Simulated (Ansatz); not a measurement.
**Relaxing ZrTa₂**

The calculation used DFT PBE, scalar-relativistic, plane waves, PAW (Ansatz). Cutoff 420 eV, Γ-centred k mesh, Gaussian smearing, no spin polarisation in the final step.

ZrTa₂ was placed on the CaCl2 structure type (Pnnm, No. 58), with Zr in place of Ca, Ta in place of Cl, at a guessed volume.

```
CELL_PARAMETERS angstrom
5.32070 0.00000 0.00000
0.00000 5.48271 0.00000
0.00000 0.00000 3.58124
ATOMIC_POSITIONS crystal
Zr 0.50000 0.50000 0.50000
Zr 0.00000 0.00000 0.00000
Ta 0.22500 0.82500 0.50000
Ta 0.72500 0.67500 0.00000
Ta 0.77500 0.17500 0.50000
Ta 0.27500 0.32500 0.00000
```

Cell and atoms relax at zero pressure; the relaxation can't lower the symmetry of the start. After a coarse first stage the cell is made exact in the group found at 0.06 Å.

Energies over the elements count from the elements' standard structures at the same level, with no empirical corrections.

Which crystal results?

It ends in I4/mmm (No. 139). Conventional cell: a = 4.892 Å, c = 5.768 Å. Around Zr lie 8 Ta at 2.84 Å; around Ta lie 4 Zr at 2.84 Å, 2 Ta at 2.88 Å and 4 Ta at 3.46 Å.

```xyz
3
Lattice="-2.4459 2.4459 2.8840 2.4459 -2.4459 2.8840 2.4459 2.4459 -2.8840" Properties=species:S:1:pos:R:3 pbc="T T T"
Zr    0.0000    0.0000    0.0000
Ta    2.4459    0.0000    1.4420
Ta    0.0000    2.4459    1.4420
```

What are its volume, energy, density and gap?

The volume per atom is 23.00 Å³ and the density is 10.90 g/cm³. The energy over the elements is 1.21 eV/atom and the gap on the 14×14×14 mesh is 0 eV (a metal).

The final run used a 14×14×14 mesh on its 3-atom cell and 0.10 eV smearing. For metals, differences of a few meV/atom aren't resolved. Spin–orbit coupling is left out. Symmetry constrained the relaxation, so the result can be a saddle point. The steps took about 7 core-minutes in all.